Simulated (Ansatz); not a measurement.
Write a Python script for the Ansatz DFT code, driven from Python that makes a geometry optimisation of C₃H₅F₂N, SMILES FC(F)C1CN1. Level of theory: r2SCAN, 6-31G* basis, multiplicity 1.

`c3h5f2n.xyz`
```text
11

F     1.95280   -1.13230   -0.54790
C     1.28680    0.01250   -0.15350
F     1.11500    0.83220   -1.25740
C    -0.04230   -0.38610    0.51380
C    -1.27290   -0.27990   -0.26900
N    -0.96780    0.74240    0.75420
H     1.91380    0.54610    0.59080
H    -0.04020   -1.10820    1.35740
H    -2.10030   -0.94430    0.05640
H    -1.20790    0.11330   -1.30720
H    -0.63710    1.60430    0.26240
```

The script, `c3h5f2n.py`:
```python
"""Geometry optimisation of C3H5F2N."""

import logging
import sys

import ansatz as az
import numpy as np
import pandas as pd

logging.basicConfig(stream=sys.stdout, format="[%(levelname)s] %(message)s")
logger = logging.getLogger("calc")
logger.setLevel(logging.INFO)

BASIS_SET = "6-31G*"
XC = "r2scan"


def main() -> None:
    system = az.Crystal.molecule_from_extxyz("c3h5f2n.xyz")

    calculation = system.calculation().basis(gaussian=BASIS_SET).functional(XC)
    symbols = [site.symbol for site in system.cartesian_sites]
    start = np.array([site.position_ang for site in system.cartesian_sites], dtype=float)
    summary = calculation.relax(force_tolerance=0.02).run(threads=1).report
    end = np.array(summary["positions_ang"])

    logger.info(f"E = {summary['free_energy_ev']:.6f} eV = {summary['free_energy_ev'] / 27.211386246:.7f} Ha")
    print("converged:", summary["converged"], " doubts:", summary["published_state_doubts"] or "none")

    logger.info("bond        before    after (A)")
    for i, j in [(0, 1), (1, 2), (1, 3), (1, 6), (3, 4), (3, 5), (3, 7), (4, 5), (4, 8), (4, 9), (5, 10)]:
        d0, d1 = (np.linalg.norm(xyz[i] - xyz[j]) for xyz in (start, end))
        print(f"{symbols[i]}{i}-{symbols[j]}{j}".ljust(10), f"{d0:8.4f} {d1:8.4f}")

    charges = summary["charge_distribution"]
    table = pd.DataFrame({"atom": symbols, "mulliken": charges["mulliken_charges_e"], "lowdin": charges["lowdin_charges_e"]})
    print(table.round(3).to_string())
    print("dipole (e A):", np.round(charges["dipole_moment_e_ang"], 4) + 0.0)
    with open("c3h5f2n_opt.xyz", "w") as handle:
        handle.write(f"{len(symbols)}\nrelaxed C3H5F2N\n")
        handle.writelines(f"{s:2s} {x:11.6f} {y:11.6f} {z:11.6f}\n" for s, (x, y, z) in zip(symbols, end))


if __name__ == "__main__":
    main()
```

```console
$ python c3h5f2n.py
[INFO] E = -10109.737227 eV = -371.5259905 Ha
converged: True  doubts: none
[INFO] bond        before    after (A)
F0-C1        1.3819   1.3681
C1-F2        1.3856   1.3760
C1-C3        1.5397   1.5004
C1-H6        1.1099   1.0981
C3-C4        1.4623   1.4791
C3-N5        1.4791   1.4684
C3-H7        1.1104   1.0902
C4-N5        1.4782   1.4744
C4-H8        1.1099   1.0880
C4-H9        1.1121   1.0888
N5-H10       1.0460   1.0231
   atom  mulliken  lowdin
0     F    -0.287  -0.014
1     C     0.459  -0.057
2     F    -0.300  -0.017
3     C    -0.145  -0.227
4     C    -0.263  -0.203
5     N    -0.536  -0.229
6     H     0.148   0.101
7     H     0.197   0.148
8     H     0.197   0.135
9     H     0.197   0.136
10    H     0.333   0.227
dipole (e A): [ 0.0639 -0.0087  0.0285]
```

`c3h5f2n_opt.xyz`, as written:
```text
11
relaxed C3H5F2N
F     1.783973   -1.131660   -0.675927
C     1.277647    0.002886   -0.103072
F     1.090604    0.931359   -1.101254
C    -0.035918   -0.301476    0.555060
C    -1.264578   -0.284053   -0.268296
N    -1.020824    0.773523    0.729656
H     2.037704    0.403415    0.580861
H     0.045593   -0.991153    1.395435
H    -2.076983   -0.964590   -0.021995
H    -1.160141   -0.037706   -1.323714
H    -0.677176    1.599455    0.233245
```

Total energies depend on the basis set; only differences at equal settings carry meaning. The end point is the stationary point reached from this start; no frequency run checks that it is a minimum, and the basis set is modest. The Löwdin charges here are taken after orthogonalising the functions within each atom; they differ from plain Löwdin charges, and their signs can be unphysical. It ran for 55 s on 1 thread of Arm Neoverse V2, with other jobs on the host, peak memory 0.33 GiB.

(Lines on the test bed's own set-up are left out of the output.)
